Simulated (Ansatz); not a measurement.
# C₂H (doublet): wave-function methods side by side at angle C2–C1–H3 = 138.7°, 6-31G

How much of the correlation energy of C₂H (doublet) does each wave-function method recover here?

The runs use Ansatz 0.2.0, Gaussian basis; 6-31G, core rule «outside noble gas», up to 2 orbitals frozen.

Plan: UHF; CCSD(T) on ROHF; CCSD(T) on UHF; BCCD(T) on ROHF; CISD; CCSDT(Q) on ROHF; CCSDT(Q) on UHF; CCSDTQ on ROHF; CASSCF and MRCISD+Q, 3 electrons in 3 orbitals; CASSCF and NEVPT2, 3 electrons in 3 orbitals; CASSCF and MRCISD+Q, 9 electrons in 9 orbitals; CASSCF and NEVPT4(SD), 9 electrons in 9 orbitals; CASSCF and NEVPT2, 9 electrons in 9 orbitals; Full CI.

16 further runs of the same task are left out: 12 that didn't finish, 4 set aside as unsound or not needed.

## (1) What is computed

The geometry derives from a PBE0/def2-TZVP stationary point (not a proven minimum). One angle is set to the value named; bond lengths are kept.

3 atoms, charge 0, spin multiplicity 2.

Atoms are counted from 1 here; the program's logs count them from 0.

Bond lengths: C1–C2 1.200 Å, C1–H3 1.066 Å. Angles: C2–C1–H3 138.7°.

## (2) UHF

in.yaml reads:

```yaml
crystal:
  periodic: [false, false, false]
  atoms:
    - {symbol: C, position_ang: [-0.218250, 0.000000, 0.498768]}
    - {symbol: C, position_ang: [0.205016, 0.000000, -0.624337]}
    - {symbol: H, position_ang: [0.157690, 0.000000, 1.496295]}
basis:
  gaussian: {orbitals: 6-31G}
magnetization: {spin_polarized: true, initial_magnetization: 1}
hamiltonian: {xc: hf}
output: {orbitals: {seedname: orbitals}}
```

The run is started by

```
ansatz run in.yaml --threads 1 --pin off --events-out ev --progress --plain --max-ram 2393MiB
```

The runs that follow: CCSD(T) on ROHF; CCSD(T) on UHF; BCCD(T) on ROHF; CISD; CCSDT(Q) on ROHF; CCSDT(Q) on UHF; CCSDTQ on ROHF; CASSCF and MRCISD+Q, 3 electrons in 3 orbitals; CASSCF and NEVPT2, 3 electrons in 3 orbitals; CASSCF and MRCISD+Q, 9 electrons in 9 orbitals; CASSCF and NEVPT4(SD), 9 electrons in 9 orbitals; CASSCF and NEVPT2, 9 electrons in 9 orbitals; Full CI.

**Question.** What will the summary of the whole plan be? Wanted: FCI below the RHF energy; RMP2 from FCI; UMP2 from FCI; RCCSD from FCI; RCCSD(T) from FCI; UCCSD(T) from FCI; RCCSDT(Q) from FCI; UCCSDT(Q) from FCI; NEVPT2 pair from FCI.

The runs gave:

| quantity | value |
| --- | --- |
| FCI below the RHF energy | -5.4302 eV |
| RMP2 from FCI | +714.7 meV |
| UMP2 from FCI | +1462.4 meV |
| RCCSD from FCI | +226.5 meV |
| RCCSD(T) from FCI | +44.6 meV |
| UCCSD(T) from FCI | +78.0 meV |
| RCCSDT(Q) from FCI | +0.6 meV |
| UCCSDT(Q) from FCI | +9.6 meV |
| NEVPT2 pair from FCI | +656.6 meV |
| MRCISD+Q pair from FCI | +62.2 meV |
| NEVPT2 valence from FCI | +341.3 meV |
| levels within 1 kcal/mol (43 meV) | RCCSDT, UCCSDT, RCCSDT(Q), UCCSDT(Q), RCCSDTQ, MRCISD valence, MRCISD+Q valence |
| T1 diagnostic | 0.031 |
| effectively unpaired electrons | 1.17 |

In words: RCCSD(T) misses by +44.6 meV, 0.8 % of the correlation energy. CCSD(T) misses by +44.6 meV on the restricted determinant and by +78.0 meV on the unrestricted one; the two need not hold the same state or core. One determinant dominates. Of the multireference levels listed MRCISD+Q valence comes nearest in total energy (+13.0 meV), which doesn't show that its space is the better one. These misses are within one basis, not against nature; the frozen cores of restricted and unrestricted runs differ, which can shift their rows.
